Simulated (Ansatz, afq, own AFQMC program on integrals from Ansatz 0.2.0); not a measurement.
**Atomization energy of BNH3, doublet, worked out**

```xyz
5

B     0.0000    0.0246    0.7072
N     0.0000   -0.0432   -0.6198
H     0.0000    1.1152    1.2324
H     0.0000   -0.9691    1.3860
H     0.0000    0.1907   -1.5912
```

Connectivity, by distances: BH2–NH.

Basis cc-pVDZ. Only valence electrons are correlated. Ansatz 0.2.0 and our own AFQMC program on the same integrals; the CISD trial comes from CCSD amplitudes, and released means the phaseless constraint is let go. Error bars are statistical, one sigma.

Total energies in eV. CBS is CCSD(T) at the limit of def2-TZVPP/QZVPP (MP2 extrapolated, CCSD(T) minus MP2 added); the highest rung of each member is named.

Cautions: BNH₃ (doublet): the released value is read at 2.40 1/Eh with a noise of 20 meV, more than in the cases checked (meV from the phaseless value at times in 1/Eh: -6 ± 10 at 0.24, -22 ± 11 at 0.51, -29 ± 13 at 0.99, -15 ± 13 at 1.62, -23 ± 20 at 2.40).

```tsv
member	count	CCSD(T)/cc-pVDZ	highest rung in cc-pVDZ	which	CCSD(T)/CBS
B (doublet)	+1	-669.1119	-669.1218	FCI	-669.5180
N (quartet)	+1	-1482.4355	-1482.4402	FCI	-1483.9068
H (doublet)	+3	-13.5861	-13.5861	FCI	-13.6059
BNH₃, doublet	-1	-2207.2156	-2207.2628 ± 0.0203	released AFQMC	-2210.6074
```

Question: Work out the best estimate of the atomization energy: the CCSD(T)/CBS difference plus the step from CCSD(T) to the highest rung.

Answer: Sums with the counts: CCSD(T)/CBS 16.3649 eV, highest rung 14.9425 eV, CCSD(T)/cc-pVDZ 14.9099 eV. The step is 14.9425 − 14.9099 = 0.0326 eV, so the best estimate is 16.3649 + (0.0326) = 16.3975 eV = 378.1 kcal/mol, with sampling noise 0.020 eV. The step is under twice that noise, so its sign is open. The basis set is worth 1.455 eV of it. Zero-point, core-correlation and spin–orbit terms aren't in it.

Best estimates are given only where the step beyond CCSD(T) is under 0.3 eV and no member's determinant is very poor (T1 over 0.05, or 0.07 for open shells, ⟨S²⟩ too high by 0.3, two states mixed), so the hardest cases are missing from such tables.

Each member of a difference takes its own highest rung, so a best estimate needn't equal the limit plus the step of one row. A walk keeps the symmetry of its determinant, which the program's search chose and which needn't be the lowest solution, so a lower state of the same spin and another symmetry isn't excluded. Released energies are given only where the last usable release times agree within the noise; a slower fall can still hide under it.
